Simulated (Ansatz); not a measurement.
The input, for Ansatz 0.2.0:

```yaml
crystal:
  periodic: [false, false, false]
  atoms:
    - {symbol: B, position_ang: [0.000000, 0.000000, 0.000000]}
    - {symbol: S, position_ang: [0.000000, 0.000000, 1.703300]}
basis:
  gaussian: {orbitals: cc-pVDZ}
total_charge: 1
magnetization: {spin_polarized: false, initial_magnetization: 2}
hamiltonian: {xc: hf}
output: {forces: true, orbitals: {seedname: orbitals}}
```

```sh
$ ansatz run in.yaml --threads 1 --pin off --events-out ev --progress --plain --max-ram 2393MiB
```

Output:

```
325 factors; integrals over basis functions are off by at most 1.1e-3 eV
mean field evaluation 1: about -11476.3482 eV, gradient 1.2e1 eV
mean field evaluation 2: about -11476.5538 eV, gradient 1.3e1 eV
mean field evaluation 4: about -11477.8234 eV, gradient 2.4e0 eV
mean field evaluation 8: about -11477.9276 eV, gradient 1.8e-1 eV
mean field evaluation 16: about -11441.3709 eV, gradient 1.2e2 eV
mean field -11477.92816336 eV, -421.8060799844 hartree, gradient 1.7e-5 eV, S^2 2.000000; 0 other end points of the search recorded, 0 dependent functions left out
the calculation of the forces begins
reference -11477.92816336 eV, -421.8060799844 hartree; 11, 9 occupied and 21, 23 virtual orbitals, 325 factors
Total energy: -11477.92816336 eV, -421.8060799844 hartree
Atom 0 at     0.000000     0.000000     0.000000 Å, force    -0.000000     0.000000    -0.094227 eV/Å
Atom 1 at     0.000000     0.000000     1.703300 Å, force    -0.000000    -0.000000     0.094227 eV/Å
Dipole moment:     0.000000     0.000000    -0.639913 e Å
```

Forces (eV/Å):
```
B    0.000  0.000 -0.094
S    0.000  0.000  0.094
```

Ran on 1 thread of Arm Neoverse V2, shared host: 0.21 s wall, 0.06 GiB peak host memory.
